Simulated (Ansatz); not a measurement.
Compare A (`C=COC`) with its isomer B (`C=C(C)O`).

Program: Ansatz. Geometries: PBE0-D4/def2-TZVP. ΔE: electronic, gas phase. CBS: MP2 limit from def2 TZ/QZ plus the TZ coupled-cluster correction, frozen cores. DFT in def2-TZVPP. B3LYP here is the variant with VWN-RPA as its local correlation; programs differ in this. One conformer a species, not always the lowest.

A:

```xyz
10

C    -0.103   -1.148    0.874
C    -0.709    0.035    0.828
O    -0.517    1.031   -0.054
C     0.444    0.801   -1.057
H     0.655   -1.459    0.168
H    -0.377   -1.841    1.656
H    -1.466    0.317    1.552
H     0.470    1.698   -1.673
H     1.433    0.627   -0.620
H     0.170   -0.061   -1.673
```

B:

```xyz
10

C     1.030    0.876    0.051
C     0.097   -0.052    0.253
C    -0.949   -0.442   -0.728
O    -0.020   -0.771    1.400
H     1.769    1.119    0.807
H     1.072    1.415   -0.884
H    -0.868   -1.506   -0.962
H    -1.943   -0.278   -0.303
H    -0.856    0.134   -1.647
H     0.668   -0.496    2.014
```

(1) Which isomer does CCSD(T)/CBS put lower? Give the gap. (Best estimate.)

(2) Give E(B) − E(A) in kJ/mol with B2PLYP, CCSD/def2-TZVPP, PBE-D4, LDA (SPW92), ωB97M-V, HF/def2-TZVPP, B3LYP. (An estimate is asked.)

(3) Does the order hold for the free energy at 298.15 K (harmonic terms from PBE0-D4)? (Estimate.)

Largest T1 diagnostic: 0.012.

## Answers

(1) Ansatz gave: B, by 61.3 kJ/mol.

(2) Computed: B2PLYP -58.0, CCSD/def2-TZVPP -59.8, PBE-D4 -59.4, LDA (SPW92) -61.6, ωB97M-V -60.7, HF/def2-TZVPP -56.1, B3LYP -56.1. None reverses the order clearly.

(3) The calculation gave: Yes: G(B) − G(A) = -63.1 kJ/mol, for one conformer each.

Leaving LDA and LC-ωPBE aside and taking each functional with its dispersion term where it has one, the values, not all of them listed here, spread over 10.5 kJ/mol, from PBE-QIDH to BLYP-D4. From BLYP to BHLYP (50 % exact exchange), in def2-TZVPP and without D4, E(B) − E(A) moves by −4.4 kJ/mol.
